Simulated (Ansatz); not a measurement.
[Cl···H···H], doublet: reading a ladder of total energies

Geometry: a point of a hydrogen-transfer path between rigid fragments, not a stationary point.

```xyz
3

Cl    0.0000    0.0000   -1.2683
H     0.0000    0.0000   -0.0793
H     0.0000    0.0000    1.3477
```

Basis cc-pVDZ; Ansatz 0.2.0. Only valence electrons are correlated (noble-gas cores frozen), which leaves 9 electrons in 23 orbitals. Prefix R: restricted or restricted open-shell reference; prefix U: unrestricted.

Full CI is exact within this basis and frozen core; it isn't the basis-set limit. The frozen core follows each run's orbitals, which can shift R against U totals by a few meV.

Runs differ by some tens of microhartree through their thresholds and, for an open shell, their frozen cores, so steps under 0.1 kcal/mol mean nothing.

| level | total energy (hartree) |
| --- | --- |
| UHF | -460.571195 |
| UMP2 | -460.719528 |
| UCCSD | -460.735917 |
| UCCSD(T) | -460.738331 |
| UCCSDT | -460.738567 |
| UCCSDT(Q) | -460.738812 |
| UCCSDTQ | -460.738826 |
| full CI | -460.738835 |

Q: What is the correlation energy at full CI, and what share of it do UMP2 and UCCSD recover?

A: E(corr) = -460.738835 − (-460.571195) = -0.167640 hartree = -4.562 eV. UMP2: -0.148333 / -0.167640 = 88.48 %. UCCSD: -0.164722 / -0.167640 = 98.26 %.

Q: By how many kcal/mol does UCCSD(T) miss full CI (1 hartree = 627.509 kcal/mol), and which steps make up the rest?

A: -460.738331 − (-460.738835) = 0.000504 hartree = 0.32 kcal/mol. Steps: UCCSDT − UCCSD(T) = -0.15, UCCSDT(Q) − UCCSDT = -0.15, UCCSDTQ − UCCSDT(Q) = -0.01, full CI − UCCSDTQ = -0.01 kcal/mol. That is within 1 kcal/mol of the reference in this basis, which itself misses far more of the correlation at the basis-set limit.
